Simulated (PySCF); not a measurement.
Dissociation curve of BeH, doublet.

Levels of theory: UKS-TPSSh = unrestricted TPSSh/6-31G (PySCF); UHF/6-31G (PySCF); CASSCF(3,3)/6-31G (PySCF); UCCSD(T) = CCSD(T) on UHF/6-31G in PySCF; ROKS-wB97X-V = PySCF with restricted open-shell wB97X-V/6-31G.

Energies are in mEh, each relative to the lowest point of its own curve near equilibrium.

| R / Å | UKS-TPSSh | UHF | CASSCF(3,3) | UCCSD(T) | ROKS-wB97X-V |
|---|---|---|---|---|---|
| 1.10 | 25.9 | 25.6 | 27.9 | 28.1 | 25.8 |
| 1.14 | 17.5 | 17.0 | 19.1 | 19.3 | 17.3 |
| 1.21 | 7.4 | 6.9 | 8.5 | 8.6 | 7.2 |
| 1.28 | 2.0 | 1.6 | 2.6 | 2.6 | 1.9 |
| 1.32 | 0.5 | 0.3 | 0.8 | 0.9 | 0.4 |
| 1.36 | 0.0 | 0.0 | 0.1 | 0.1 | 0.0 |
| 1.39 | 0.1 | 0.3 | 0.0 | 0.0 | 0.2 |
| 1.45 | 1.6 | 2.2 | 1.0 | 1.0 | 1.9 |
| 1.48 | 2.7 | 3.6 | 2.0 | 2.0 | 3.2 |
| 1.57 | 7.7 | 9.5 | 6.5 | 6.4 | 8.6 |
| 1.69 | 16.6 | 19.7 | 14.8 | 14.3 | 18.4 |
| 1.84 | 29.2 | 33.9 | 26.8 | 25.4 | 32.7 |
| 2.04 | 45.9 | 50.9 | 43.1 | 39.1 | 52.7 |
| 2.23 | 59.2 | 62.0 | 56.5 | 48.7 | 70.6 |
| 2.46 | 70.9 | 69.6 | 67.7 | 54.9 | 81.3 |
| 2.72 | 79.5 | 73.9 | 73.2 | 57.2 | 84.0 |
| 2.96 | 84.5 | 75.7 | 74.3 | 57.5 | 84.7 |
| 3.34 | 89.2 | 76.8 | 74.1 | 57.2 | 84.8 |
| 3.68 | 91.4 | 77.1 | 73.8 | 56.9 | 84.8 |
| 4.11 | 92.9 | 77.3 | 73.6 | 56.8 | 84.8 |
| 4.75 | 93.4 | 77.4 | 73.6 | 56.8 | 84.9 |
| 5.45 | 93.5 | 77.4 | 73.6 | 56.8 | 85.0 |

At the longest distance, 5.45 Å, UKS-TPSSh lies highest above its minimum (93.5 mEh) and UCCSD(T) lowest (56.8 mEh).

The unrestricted determinant behind UHF, UCCSD(T) is spin-contaminated at 2.04 to 5.45 Å (<S²> up to 1.0, against 0.75 for a pure doublet).
